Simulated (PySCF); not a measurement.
Species: C3H7NO.
Bonds: C1–C2, C2–C3, C3–N4, C3–O5 (double). Hydrogens: H6, H7, H8 on C1; H9, H10 on C2; H11, H12 on N4.

The geometry is computed with GFN2-xTB (gas phase).

What internal coordinates does the optimisation give?

```
               bond  length (pm)
              C1–C2        152.2
              C2–C3        152.1
              C3–N4        135.8
              C3=O5        120.8
C1–H6, C1–H7, C1–H8        108.7
      C2–H9, C2–H10        109.3
             N4–H11        100.4
             N4–H12        100.6
```

Bonds in one row agree within 1 pm and their mean is given. A selection of angles:
```
     angle  degrees
  C2–C1–H6    110.1
  C2–C1–H8    110.6
  H6–C1–H7    108.0
  H6–C1–H8    109.0
  C1–C2–C3    111.7
  C1–C2–H9    110.3
  C3–C2–H9    108.3
 H9–C2–H10    107.9
  C2–C3–N4    113.4
  C2–C3–O5    124.6
  N4–C3–O5    122.0
 C3–N4–H11    122.4
 C3–N4–H12    119.0
H11–N4–H12    118.7
```

Dihedral angles: C1–C2–C3–N4 180° (antiperiplanar).

The 5 heavy atoms lie in one plane (0.002 Å rms). Of the pairs four or more bonds apart, O5···H7 is among the closest relative to their van der Waals radii: 2.75 Å, 101 % of the sum of Bondi's values. N4 (amide nitrogen) is planar (angles 122.4°, 119.0° and 118.7°, sum 360.0°, 0.00 Å off the plane of its three neighbours).

Point group: Cs (every atom within 0.08 Å of its image). No GFN2-xTB frequencies stand behind this structure, so it isn't proved a minimum. One conformer, not necessarily the lowest (C1–C2–C3–N4 180°, C2–C3–N4–H 0° and 180°).
